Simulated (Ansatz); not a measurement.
# NH4 (doublet): the correlation ladder at distance N1–H4 along a hydrogen transfer = 1.050 Å, cc-pVDZ

Aim: climb from Hartree-Fock through coupled cluster and multireference methods for NH4 (doublet) at one geometry and basis, and see what each rung misses.

Program: Ansatz 0.2.0, Gaussian basis. Level of theory: cc-pVDZ, core rule «outside noble gas», up to 1 orbitals frozen. These are calculated values, not measurements.

The runs, in order: UHF; CCSD(T) on ROHF; CCSD(T) on UHF; BCCD(T) on ROHF; CISD; CCSDT(Q) on ROHF; CCSDT(Q) on UHF; CCSDTQ on ROHF; CASSCF and MRCISD+Q, 3 electrons in 3 orbitals; CASSCF and NEVPT2, 3 electrons in 3 orbitals; CASSCF and MRCISD+Q, 9 electrons in 8 orbitals; CASSCF and NEVPT2, 9 electrons in 8 orbitals.

## 1. The geometry

The geometry derives from fragments relaxed apart (PBE0/def2-TZVP) and kept rigid, so it is no stationary point. A hydrogen atom is moved between rigid fragments.

5 atoms, charge 0, spin multiplicity 2.

Atoms are counted from 1 here; the program's logs count them from 0.

Bond lengths: N1–H2 1.012 Å, N1–H3 1.012 Å, N1–H4 1.050 Å. Angles: H2–N1–H3 107.1°, H2–N1–H4 107.1°, H3–N1–H4 107.1°.

## 2. UHF

in.yaml

```yaml
crystal:
  periodic: [false, false, false]
  atoms:
    - {symbol: N, position_ang: [-0.138489, -0.031601, -0.049186]}
    - {symbol: H, position_ang: [-0.435768, 0.936233, -0.049186]}
    - {symbol: H, position_ang: [-0.435768, -0.433900, 0.831073]}
    - {symbol: H, position_ang: [0.911511, -0.031600, -0.049187]}
    - {symbol: H, position_ang: [1.884511, -0.031600, -0.049187]}
basis:
  gaussian: {orbitals: cc-pVDZ}
magnetization: {spin_polarized: true, initial_magnetization: 1}
hamiltonian: {xc: hf}
output: {orbitals: {seedname: orbitals}}
```

On the command line:

```sh
$ ansatz run in.yaml --threads 1 --pin off --events-out ev --progress --plain --max-ram 2816MiB --backend cpu
```

After this run come: CCSD(T) on ROHF; CCSD(T) on UHF; BCCD(T) on ROHF; CISD; CCSDT(Q) on ROHF; CCSDT(Q) on UHF; CCSDTQ on ROHF; CASSCF and MRCISD+Q, 3 electrons in 3 orbitals; CASSCF and NEVPT2, 3 electrons in 3 orbitals; CASSCF and MRCISD+Q, 9 electrons in 8 orbitals; CASSCF and NEVPT2, 9 electrons in 8 orbitals.

Before running them: what should the planned runs give, taken together? Wanted: RCCSDTQ below the RHF energy; RMP2 from RCCSDTQ; UMP2 from RCCSDTQ; RCCSD from RCCSDTQ; RCCSD(T) from RCCSDTQ; UCCSD(T) from RCCSDTQ; RCCSDT(Q) from RCCSDTQ; UCCSDT(Q) from RCCSDTQ; NEVPT2 pair from RCCSDTQ.

As calculated:

| quantity | value |
| --- | --- |
| RCCSDTQ below the RHF energy | -6.0953 eV |
| RMP2 from RCCSDTQ | +62.8 kJ/mol |
| UMP2 from RCCSDTQ | +64.0 kJ/mol |
| RCCSD from RCCSDTQ | +14.1 kJ/mol |
| RCCSD(T) from RCCSDTQ | +2.0 kJ/mol |
| UCCSD(T) from RCCSDTQ | +1.9 kJ/mol |
| RCCSDT(Q) from RCCSDTQ | -0.1 kJ/mol |
| UCCSDT(Q) from RCCSDTQ | -0.1 kJ/mol |
| NEVPT2 pair from RCCSDTQ | +62.5 kJ/mol |
| NEVPT2 valence from RCCSDTQ | +75.6 kJ/mol |
| MRCISD+Q valence from RCCSDTQ | +0.6 kJ/mol |
| levels within 1 kcal/mol (43 meV) | RCCSD(T), UCCSD(T), BCCD(T), RCCSDT, UCCSDT, RCCSDT(Q), UCCSDT(Q), MRCISD+Q valence |
| T1 diagnostic | 0.025 |
| effectively unpaired electrons | 1.01 |

What this shows: RCCSD(T) lands +2.0 kJ/mol from the yardstick (0.3 % of the correlation energy). One determinant dominates. Of the multireference levels listed MRCISD+Q valence comes nearest in total energy (+0.6 kJ/mol), which doesn't show that its space is the better one. These misses are within one basis, not against nature; the frozen cores of restricted and unrestricted runs differ, which can shift their rows.
